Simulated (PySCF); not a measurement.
Boron: a sound run and one with changed settings

Sound run: B [He] 2s2 2p1, B+ [He] 2s2. Computed with PySCF 2.14 in aug-cc-pVDZ-DK (4s3p2d, 23 functions), with scalar relativity by spin-free X2C-1e. In the sound run the correlated levels freeze 1s2. The sound run starts from symmetry-adapted Hartree-Fock orbitals and uses a fine grid where one is needed.

Changed run: basis STO-3G, all-electron and non-relativistic. This setting is unsound on purpose.

| species | method | sound run (hartree) | changed run (hartree) | converged |
| --- | --- | --- | --- | --- |
| B | UHF | -24.53730 | -24.14899 | yes |
| B | r2SCAN | -24.64158 | -24.25157 | yes |
| B | B3LYP | -24.66856 | -24.28153 | yes |
| B | MP2 | -24.57437 | -24.16765 | yes |
| B | CCSD(T) | -24.59783 | -24.18899 | yes |
| B+ | UHF | -24.24184 | -23.94847 | yes |
| B+ | r2SCAN | -24.31936 | -24.02159 | yes |
| B+ | B3LYP | -24.34658 | -24.04926 | yes |
| B+ | MP2 | -24.27450 | -23.97788 | yes |
| B+ | CCSD(T) | -24.30050 | -24.00944 | yes |

Ionisation energy of B:

```csv
method,sound run (eV),changed run (eV)
UHF,8.040,5.456
r2SCAN,8.768,6.258
B3LYP,8.762,6.320
MP2,8.160,5.164
SCS-MP2,8.124,5.105
CCSD,8.066,4.886
CCSD(T),8.091,4.886
```

A minimal basis cannot let orbitals breathe on ionisation and holds almost no correlation. The Hamiltonian changed with the basis, so the totals do not compare.

For comparison, NIST gives 8.298 eV between the lowest levels.
